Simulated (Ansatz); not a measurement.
# Bi: which structure is lowest?

Level of theory: DFT, BLYP, plane waves (420 eV) with PAW, scalar-relativistic (Ansatz). The PAW files were generated under PBE, with cores re-solved for the functional.

Each structure is relaxed within its own symmetry, so a high-lying one may be dynamically unstable.

```
        structure  ΔE (meV/atom)  V (Å³/atom)                                     cell     magnetic state
  A7 rhombohedral              0        42.45  a = 4.639 Å, c = 13.669 Å (c/a = 2.947)  spin not included
          diamond             88        51.53                              a = 7.442 Å  spin not included
     simple cubic            100        37.88                              a = 3.358 Å  spin not included
              bcc            309        34.36                              a = 4.096 Å  spin not included
omega (AlB2-type)            316        34.74   a = 5.904 Å, c = 3.452 Å (c/a = 0.585)  spin not included
              hcp            321        34.29   a = 3.627 Å, c = 6.020 Å (c/a = 1.660)  spin not included
             dhcp            338        34.40  a = 3.608 Å, c = 12.206 Å (c/a = 3.383)  spin not included
              fcc            366        34.60                              a = 5.173 Å  spin not included
              A15            415        35.35                              a = 6.564 Å  spin not included
```

ΔE counts from A7 rhombohedral.

Differences under about 8 meV lie within the error of the k-point mesh.

This functional, with no dispersion term, lets the cell expand far past the measured one (A7 rhombohedral).
